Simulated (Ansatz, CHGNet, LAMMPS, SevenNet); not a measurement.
## Elastic constant C33 of hcp Y: levels of theory against measurement

Reference value: 80.1 ± 0.2 GPa (measured, 0 K, extrapolated to 0 K; as tabulated in Elastic Constants of Yttrium Single Crystals in the Temperature Range 4.2-400 K).

Problem. What do Lennard-Jones jacobson2022, CHGNet-r²SCAN, SevenNet-0, SevenNet-l3i5, LDA, PBE, PBEsol, r²SCAN, HSE06 give, and how far is each from the reference?

Solution. 
| level (code) | value (GPa) | cell (Å³/atom) | difference (%) |
|---|---|---|---|
| Lennard-Jones jacobson2022 (LAMMPS) | 356 | 32.48 | +344 |
| CHGNet-r²SCAN | 25.1 | 33.70 | -69 |
| SevenNet-0 | 40.2 | 32.54 | -50 |
| SevenNet-l3i5 | 63.2 | 32.89 | -21 |
| LDA (Ansatz) | 88.9 | 29.93 | +11.0 |
| PBE (Ansatz) | 80.7 | 32.88 | +0.7 |
| PBEsol (Ansatz) | 85.2 | 31.33 | +6.4 |
| r²SCAN (Ansatz) | 76.3 | 33.48 | -4.7 |
| HSE06 (Ansatz) | 73.8 | 33.73 | -7.9 |

Once the reference is moved by up to 5.0 % (a margin picked here for doubts on the reference and the settings, and for temperature and zero-point motion) and values within 1.7 % count as equal, the nearest can be PBE (+0.7 %), r²SCAN (-4.7 %) or PBEsol (+6.4 %). Farthest off among them: Lennard-Jones jacobson2022 (+344 %).

The measured value isn't corrected to a static lattice, so vibrations enter the comparison. The crystal itself was run without spin with LDA, PBE, PBEsol, r²SCAN, HSE06; a magnetic state was not tried in these runs. HSE06: hybrids on metals are sensitive to the k mesh. HSE06: the run warned that the count of filled bands differs between k points. Each level is taken at its own relaxed cell. Cutoffs and k meshes differ between the levels. Ansatz's density-functional and Hartree–Fock values are scalar-relativistic unless marked +SOC, with PAW data made under PBE.

Empirical potentials (Lennard-Jones jacobson2022) are fitted to chosen data: where that held the value shown, agreement is built in, and what lay outside the fit can be far off. Machine-learned potentials (CHGNet-r²SCAN, SevenNet-0, SevenNet-l3i5) are trained on DFT data: a solid inside that data is no test of them.

Differences are worked out from the printed values.

Ansatz is a quantum-chemistry and plane-wave program.
